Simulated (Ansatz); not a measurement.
**CH4OS (SMILES CSO): single points off equilibrium**

An exercise on one series of results from a longer session: the logs are not shown, and one member is left open.

Method: single points in def2-TZVPP; program: Ansatz 0.2.0, Gaussian basis.

Correlated methods freeze the cores.

## Starting geometry

SMILES `CSO`, 7 atoms, charge 0, spin multiplicity 1.

Atoms are counted from 1 here; the program's logs count them from 0.

Bond lengths: C1–S2 1.731 Å, C1–H4 1.137 Å, C1–H5 0.961 Å, C1–H6 1.053 Å, S2–O3 1.719 Å, O3–H7 0.945 Å. Angles: S2–C1–H4 104.2°, S2–C1–H5 107.9°, S2–C1–H6 109.2°, H4–C1–H5 96.2°, H4–C1–H6 114.3°, H5–C1–H6 123.1°, C1–S2–O3 103.9°, S2–O3–H7 106.9°.

As a file:

```xyz
7
CH4OS
C    -0.71460    0.53940   -0.21730
S     0.95550    0.19950   -0.51960
O     1.23970   -1.26620    0.33320
H    -1.26480   -0.35580   -0.65090
H    -1.01060    1.17280   -0.87710
H    -0.85860    0.67710    0.81640
H     1.57890   -1.02790    1.18270
```

Set-up of the first run:

The input, run/in.yaml:

```yaml
crystal:
  periodic: [false, false, false]
  atoms:
    - {symbol: C, position_ang: [-0.714600, 0.539400, -0.217300]}
    - {symbol: S, position_ang: [0.955500, 0.199500, -0.519600]}
    - {symbol: O, position_ang: [1.239700, -1.266200, 0.333200]}
    - {symbol: H, position_ang: [-1.264800, -0.355800, -0.650900]}
    - {symbol: H, position_ang: [-1.010600, 1.172800, -0.877100]}
    - {symbol: H, position_ang: [-0.858600, 0.677100, 0.816400]}
    - {symbol: H, position_ang: [1.578900, -1.027900, 1.182700]}
basis:
  gaussian: {orbitals: def2-TZVPP}
correlation: {method: ccsd_t}
output: {forces: true}
```

The command line of these runs was not kept.

Steps of the session up to this table: CCSD(T)/def2-TZVPP; PBE0-D4/def2-TZVPP; wB97M-V/def2-TZVPP; r2SCAN-D4/def2-TZVPP; PBE-D4/def2-TZVPP; HSE06-D4/def2-TZVPP; BLYP-D4/def2-TZVPP.

One table of the session follows, with a row left open; its other results are not shown here.

| method | RMS force component (eV/Å) | angle to CCSD(T) forces (°) | dipole (D) |
| --- | --- | --- | --- |
| CCSD(T) | 2.221 | reference | 1.99 |
| PBE0-D4 | 2.228 | 3.6 | 2.03 |
| wB97M-V | ? | ? | ? |
| r2SCAN-D4 | 2.198 | 1.8 | 2.03 |
| PBE-D4 | 2.242 | 5.5 | 1.95 |
| HSE06-D4 | 2.229 | 3.5 | 2.02 |
| BLYP-D4 | 2.202 | 7.0 | 1.94 |

Estimate the missing values for wB97M-V.

**Answer.** RMS force component (eV/Å): 2.204; angle to CCSD(T) forces (°): 2.5; dipole (D): 2.02. In the column «RMS force component (eV/Å)» it lies between BLYP-D4 (2.202) and CCSD(T) (2.221).
